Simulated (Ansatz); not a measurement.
**C₂H₂+ (doublet): from Hartree-Fock to the top rungs, cc-pVTZ**

An exercise on one series of results from a longer session: the logs are not shown, and one member is left open.

Program: Ansatz 0.2.0, Gaussian basis. Level of theory: cc-pVTZ, core rule «outside noble gas», up to 2 orbitals frozen. These are calculated values, not measurements.

To be run: UHF; CCSD(T) on ROHF; CCSD(T) on UHF; BCCD(T) on ROHF; CCSDT(Q) on ROHF; CCSDT(Q) on UHF; CASSCF and MRCISD+Q, 9 electrons in 10 orbitals; CASSCF and NEVPT2, 9 electrons in 10 orbitals.

2 further runs of the same task are left out: 2 set aside as unsound or not needed.

## The system

The geometry is a PBE0/def2-TZVP stationary point (not a proven minimum) of the parent state, kept for this charge and spin.

4 atoms, charge 1, spin multiplicity 2.

Atoms are counted from 1 here; the program's logs count them from 0.

Bond lengths: C1–C2 1.291 Å, C1–H3 1.088 Å, C1–H4 1.088 Å. Angles: C2–C1–H3 120.3°, C2–C1–H4 120.3°, H3–C1–H4 119.4°.

The first run:

Input file in.yaml:

```yaml
crystal:
  periodic: [false, false, false]
  atoms:
    - {symbol: C, position_ang: [0.000000, 0.000000, 0.552818]}
    - {symbol: C, position_ang: [0.000000, 0.000000, -0.737775]}
    - {symbol: H, position_ang: [0.000000, -0.939613, 1.101979]}
    - {symbol: H, position_ang: [0.000000, 0.939613, 1.101979]}
basis:
  gaussian: {orbitals: cc-pVTZ}
total_charge: 1
magnetization: {spin_polarized: true, initial_magnetization: 1}
hamiltonian: {xc: hf}
output: {orbitals: {seedname: orbitals}}
```

Started as:

```bash
ansatz run in.yaml --threads 1 --pin off --events-out ev --progress --plain --max-ram 4096MiB --backend cpu
```

Steps of the session up to this table: UHF; CCSD(T) on ROHF; CCSD(T) on UHF; BCCD(T) on ROHF; CCSDT(Q) on ROHF; CCSDT(Q) on UHF; CASSCF and MRCISD+Q, 9 electrons in 10 orbitals; CASSCF and NEVPT2, 9 electrons in 10 orbitals.

One table of the session follows, with a row left open; its other results are not shown here.

| method | from UCCSDT(Q) (meV) |
| --- | --- |
| RMP2 | +1203.9 |
| UMP2 | +1422.3 |
| RCCSD | +424.9 |
| UCCSD | +425.8 |
| RCCSD(T) | +58.2 |
| UCCSD(T) | +68.3 |
| BCCD(T) | +57.0 |
| RCCSDT | +25.9 |
| UCCSDT | +24.4 |
| RCCSDT(Q) | ? |
| UCCSDT(Q) | 0 |
| CASSCF valence | +4285.8 |
| NEVPT2 valence | +808.7 |
| MRCISD valence | +237.8 |
| MRCISD+Q valence | +48.2 |

**Question.** Estimate the row for RCCSDT(Q).

As computed: from UCCSDT(Q) (meV): +5.3. In the column «from UCCSDT(Q) (meV)» it lies between UCCSDT(Q) (0) and UCCSDT (+24.4).

Left out of the table: ROHF, UHF (another determinant or state than the rows shown).

Caveats from the session: Restricted and unrestricted rows rest on different reference determinants; where their highest levels disagree by more than a few hundredths of an eV, they describe different states and don't form one ladder.
